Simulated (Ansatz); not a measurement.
**SiNH₂+ (singlet): from Hartree-Fock to the top rungs, cc-pVTZ**

One table from this session's results is given with a row withheld; the runs are named, their logs left out.

The runs use Ansatz 0.2.0, Gaussian basis; cc-pVTZ, core rule «outside noble gas», up to 6 orbitals frozen.

The runs, in order: UHF; CCSD(T) on RHF; CCSD(T) on UHF; BCCD(T) on RHF; CCSDT(Q) on RHF; CCSDT(Q) on UHF; CASSCF and MRCISD+Q, 10 electrons in 10 orbitals; CASSCF and NEVPT2, 10 electrons in 10 orbitals.

11 further runs of the same task are left out: 6 for a known fault of the program, 5 set aside as unsound or not needed.

### What is computed

The geometry is a PBE0/def2-TZVP stationary point (not a proven minimum) of the parent state, kept for this charge and spin.

4 atoms, charge 1, spin multiplicity 1.

Atoms are counted from 1 here; the program's logs count them from 0.

Bond lengths: Si1–N2 1.594 Å, Si1–H3 1.515 Å, N2–H4 1.008 Å. Angles: N2–Si1–H3 110.1°, Si1–N2–H4 134.1°.

Set-up of the first run:

in.yaml

```yaml
crystal:
  periodic: [false, false, false]
  atoms:
    - {symbol: Si, position_ang: [0.000000, -0.122073, 0.533276]}
    - {symbol: N, position_ang: [0.000000, 0.188076, -1.030483]}
    - {symbol: H, position_ang: [0.000000, 1.172580, 1.320024]}
    - {symbol: H, position_ang: [0.000000, -0.384678, -1.859409]}
basis:
  gaussian: {orbitals: cc-pVTZ}
total_charge: 1
magnetization: {spin_polarized: true, initial_magnetization: 0}
hamiltonian: {xc: hf}
output: {orbitals: {seedname: orbitals}}
```

Run with:

```
$ ansatz run in.yaml --threads 1 --pin off --events-out ev --progress --plain --max-ram 2816MiB --backend cpu
```

Steps of the session up to this table: UHF; CCSD(T) on RHF; CCSD(T) on UHF; BCCD(T) on RHF; CCSDT(Q) on RHF; CCSDT(Q) on UHF; CASSCF and MRCISD+Q, 10 electrons in 10 orbitals; CASSCF and NEVPT2, 10 electrons in 10 orbitals.

One of the session's tables, all rows but one given; the rest of the session is left out.

It belongs to the step «Misses and costs». 

```
          method  from RCCSDT(Q) (kJ/mol)
             RHF                   +949.7
             UHF                   +837.3
            RMP2                    +97.8
            UMP2                   +186.5
           RCCSD                    +64.6
           UCCSD                    +69.4
        RCCSD(T)                     +8.6
        UCCSD(T)                        ?
         BCCD(T)                     +9.0
          RCCSDT                     +7.7
          UCCSDT                     +8.1
       RCCSDT(Q)                        0
       UCCSDT(Q)                     -1.8
  CASSCF valence                   +484.8
  NEVPT2 valence                   +106.4
  MRCISD valence                    +36.1
MRCISD+Q valence                    +10.1
```

**Question.** Estimate the row for UCCSD(T).

**Answer.** from RCCSDT(Q) (kJ/mol): +23.0. In the column «from RCCSDT(Q) (kJ/mol)» it lies between MRCISD+Q valence (+10.1) and MRCISD valence (+36.1).

Caveats from the session: The determinant is far from a pure spin state, so its energy mixes those of several spin states (harmless only where they are near-degenerate, as at dissociation). Warnings: restricted reference is unstable; spin contamination; large T1 diagnostic. Restricted and unrestricted rows rest on different reference determinants; where their highest levels disagree by more than a few hundredths of an eV, they describe different states and don't form one ladder.
